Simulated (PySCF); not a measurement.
Compound: C₅H₆S.
Cartesian coordinates in Å at the GFN2-xTB level; atoms count from 1:
```
atom  x, y, z in Å
C1    -1.9900    0.1919    0.0128
C2    -0.5032    0.1608    0.0235
C3     0.3258   -0.8970   -0.1740
C4     1.6975   -0.5581   -0.0920
C5     1.8930    0.7565    0.1677
S6     0.4061    1.6111    0.3183
H7    -2.3757    0.5351    0.9726
H8    -2.3557    0.8739   -0.7545
H9    -2.3809   -0.8031   -0.1871
H10   -0.0272   -1.8933   -0.3741
H11    2.4956   -1.2673   -0.2210
H12    2.8159    1.2889    0.2819
```

Probes without a nucleus sit at each ring's centroid and 1 Å off its mean plane on both sides; NICS is minus the shielding there, NICSzz its component along the normal. Level: GIAO PBE0/pcSseg-1 (PySCF, non-relativistic, gas phase) on the GFN2-xTB geometry, one conformer.

Ring bond lengths (Å), with Mayer bond orders in brackets: C2–C3 1.358 (1.57), C3–C4 1.415 (1.26), C4–C5 1.354 (1.60), C5–S6 1.722 (1.15), S6–C2 1.737 (1.16).

Problem. What do the NICS probes read (ppm)?

Solution. 
```json
{"ring": "C2–C3–C4–C5–S6", "type": "5-membered ring with S; formal bonds all aromatic", "NICS(0)": "-11.9", "NICS(1), two faces": "-10.7 / -10.7", "NICS(1)zz, two faces": "-25.1 / -25.1", "rms pucker (Å)": "0.00", "centre to ring atoms, mean (Å)": "1.29"}
```

Problem. What can be read from them?

Solution. 
- C2–C3–C4–C5–S6: mean NICS(1)zz -25.1 ppm, shielded. The ring is flat and has no four-coordinate atom; by the NICS criterion it is aromatic.

Problem. How equal are the bonds by HOMA? HOMA = 1 − mean of α(R − Ropt)² over the ring bonds, with Krygowski's 1993 parameters (CC: Ropt 1.388 Å, α 257.7 Å⁻²; CS: Ropt 1.677 Å, α 94.09 Å⁻²).

Solution. 
- C2–C3–C4–C5–S6: HOMA 0.75; the largest term is that of S6–C2, α(R − Ropt)² = 0.34. The geometric and the magnetic index point the same way.

Problem. Give the inner angles of the rings and the Hirshfeld charges of the ring atoms.

Solution. 
- C2–C3–C4–C5–S6: C2 110.8° (-0.020 e), C3 113.4° (-0.084 e), C4 112.6° (-0.077 e), C5 112.0° (-0.091 e), S6 91.3° (+0.089 e); sum 540.0° against 540° for a flat convex ring.

Problem. What are the shieldings of the ring atoms and their hydrogens in the same run (means over atoms taken as equivalent)?

Solution. 
```
atoms                        environment  σ isotropic (ppm)
   C2        substituted aromatic carbon               35.9
   C3                 aromatic CH carbon               57.7
   C4                 aromatic CH carbon               56.5
   C5  aromatic CH next to a ring sulfur               54.0
   S6              thiophene-type sulfur              272.6
  H10                  aromatic hydrogen              24.83
  H11                  aromatic hydrogen              24.76
  H12                  aromatic hydrogen              24.69
```
